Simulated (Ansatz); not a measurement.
Results of PBE0 in Ansatz (plane waves, PAW) for spinel ZnSc2S4 (cell taken from a computed entry).

Numerical settings: plane-wave cutoff 460 eV, 4×4×4 k mesh, Fermi–Dirac smearing 0.01 eV, scalar-relativistic PAW data made under PBE.

Cell (relaxed with PBEsol):

```yaml
crystal:
  lattice:
    - [0.00000, 5.19701, 5.19701]
    - [5.19701, 0.00000, 5.19701]
    - [5.19701, 5.19701, 0.00000]
  atoms:
    - { symbol: Sc, position: [0.62500, 0.12500, 0.12500] }
    - { symbol: Sc, position: [0.12500, 0.12500, 0.62500] }
    - { symbol: Sc, position: [0.12500, 0.62500, 0.12500] }
    - { symbol: Sc, position: [0.12500, 0.12500, 0.12500] }
    - { symbol: Zn, position: [0.75000, 0.75000, 0.75000] }
    - { symbol: Zn, position: [0.50000, 0.50000, 0.50000] }
    - { symbol: S, position: [0.36170, 0.87943, 0.87943] }
    - { symbol: S, position: [0.37057, 0.37057, 0.88830] }
    - { symbol: S, position: [0.87943, 0.36170, 0.87943] }
    - { symbol: S, position: [0.37057, 0.37057, 0.37057] }
    - { symbol: S, position: [0.87943, 0.87943, 0.87943] }
    - { symbol: S, position: [0.37057, 0.88830, 0.37057] }
    - { symbol: S, position: [0.87943, 0.87943, 0.36170] }
    - { symbol: S, position: [0.88830, 0.37057, 0.37057] }
```

Question: Estimate the band gap that the calculation returns.

Answer: 
- band gap: 2.19 eV (on the SCF k mesh) (direct)

Note: cell and atoms aren't relaxed at this level (pressure 2.6 GPa).

The computed numbers hold no vibrational or temperature effects.

Ansatz is a quantum-chemistry and plane-wave program.
